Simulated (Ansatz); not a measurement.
Single points on the cluster Al2H2.

```yaml
crystal:
  periodic: [false, false, false]
  atoms:
    - {symbol: Al, position_ang: [-0.466735, -1.210431, 0.155160]}
    - {symbol: Al, position_ang: [-0.318521, 1.167190, -0.493237]}
    - {symbol: H, position_ang: [0.812384, -0.260576, -0.769839]}
    - {symbol: H, position_ang: [-0.027138, 0.303828, 1.107916]}
basis:
  gaussian: {orbitals: def2-SVP, initial_orbitals: start.molden}
hamiltonian: {xc: pbe, dispersion: d4}
scf: {omitted_lower_state_checks: [starts]}
output: {orbitals: {seedname: orbitals}}
```

The file start.molden holds the orbitals of an earlier run on this structure, at another level or in another basis.

```sh
$ ansatz run in.yaml --threads 4 --pin off --events-out ev --progress --plain --max-ram 3916MiB
```

Output, abridged:

```
Functional definition: PBE
502 factors; their error is unknown
mean field evaluation 1: about -13212.8708 eV, gradient 4.5e0 eV
mean field evaluation 2: about -13212.9234 eV, gradient 5.8e-2 eV
mean field evaluation 4: about -13212.8894 eV, gradient 1.6e-4 eV
mean field evaluation 8: about -13212.8894 eV, gradient 2.1e-5 eV
mean field -13212.88938422 eV, -485.5647288519 hartree, gradient 2.1e-5 eV, S^2 0.000000; 0 other end points of the search recorded, 0 dependent functions left out
reference -13212.88941443 eV, -485.5647299623 hartree; 14, 14 occupied and 32, 32 virtual orbitals, 502 factors
Total energy: -13212.95564617 eV, -485.5671639339 hartree
Checks for a lower state left out: starts
```

It took 0.3 s on 4 threads of Arm Neoverse V1 on a shared host.

As the first input, with `gaussian: {orbitals: def2-TZVP, initial_orbitals: start.molden}`, `hamiltonian: {xc: {name: revPBE}, dispersion: d4}` (abridged; 0.4 s):

```
Functional definition: revPBE
mean field -13222.34332311 eV, -485.9121546981 hartree, gradient 2.0e-5 eV, S^2 0.000000
Total energy: -13222.52226087 eV, -485.9187305395 hartree
Checks for a lower state left out: starts
```

As the first input, with `gaussian: {orbitals: def2-TZVP, initial_orbitals: start.molden}`, `hamiltonian: {xc: pbe0, dispersion: d4}` and without the key `scf` (abridged; 0.6 s):

```
Functional definition: PBE0
mean field evaluation 16: about -13218.7322 eV, gradient 3.5e-2 eV
mean field -13218.73217405 eV, -485.7794474178 hartree, gradient 1.4e-5 eV, S^2 0.000000; 1 other end points of the search recorded, 0 dependent functions left out
Total energy: -13218.78718193 eV, -485.7814689200 hartree
```

As the first input, with `gaussian: {orbitals: def2-TZVP, initial_orbitals: start.molden}`, `hamiltonian: {xc: r2scan, dispersion: d4}`, `output: {forces: true, orbitals: {seedname: orbitals}}` (abridged; 1 s):

```
Functional definition: r2SCAN
mean field -13223.33755839 eV, -485.9486921706 hartree, gradient 8.1e-6 eV, S^2 0.000000
Total energy: -13223.35024554 eV, -485.9491584150 hartree
Atom 0 force     0.138178     0.286392    -0.024317 eV/Å
Atom 1 force     0.103293    -0.273094     0.128278 eV/Å
Atom 2 force    -0.178191     0.031966     0.076531 eV/Å
Atom 3 force    -0.063280    -0.045265    -0.180493 eV/Å
Dipole moment:     0.193868     0.010677     0.083467 e Å
Checks for a lower state left out: starts
```

As the first input, with `gaussian: {orbitals: def2-TZVP, initial_orbitals: start.molden}`, `hamiltonian: {xc: {name: B2PLYP}}` and without the key `output` (abridged; 0.65 s):

```
Functional definition: B2PLYP
mean field -13217.03154235 eV, -485.7169503557 hartree, gradient 2.6e-6 eV, S^2 0.000000
10 core orbitals not correlated: weight in the atoms' cores, before any rotation towards them, 1.000 or more for the frozen orbitals, at most 0.000 for the correlated occupied ones
second order -5.12141119 eV of doubles, -0.00000000 eV of singles
Total energy: -13218.41444954 eV, -485.7677712576 hartree
Checks for a lower state left out: starts
```

As the first input, with `gaussian: {orbitals: def2-TZVP, initial_orbitals: start.molden}`, `hamiltonian: {xc: {name: B3LYP}, dispersion: d4}` (abridged; 0.45 s):

```
Functional definition: B3LYP
mean field -13226.32425701 eV, -486.0584513207 hartree, gradient 5.9e-5 eV, S^2 0.000000
Total energy: -13226.43487907 eV, -486.0625166063 hartree
Checks for a lower state left out: starts
```

The first input with `gaussian: {orbitals: def2-TZVP, initial_orbitals: start.molden}`, `correlation: {method: mp2}` and without the key `hamiltonian` (abridged; 0.3 s):

```
Functional definition: HF
mean field -13195.80041291 eV, -484.9367207396 hartree, gradient 3.4e-6 eV, S^2 0.000000; unrestricted orbitals would lower it
10 core orbitals not correlated: weight in the atoms' cores, before any rotation towards them, 1.000 or more for the frozen orbitals, at most 0.000 for the correlated occupied ones
second order -3.90846290 eV of doubles, -0.00000000 eV of singles
Total energy: -13199.70887581 eV, -485.0803541020 hartree
Checks for a lower state left out: starts
```

Geometry: PBE-D4/def2-TZVP.

B3LYP takes the VWN-RPA correlation. Correlated methods freeze 10 core orbitals. At MP2/def2-TZVP the restricted singlet (for correlated methods, its reference) is unstable: a solution with broken spin symmetry lies lower. The structure comes from a short search, and lower isomers may exist.
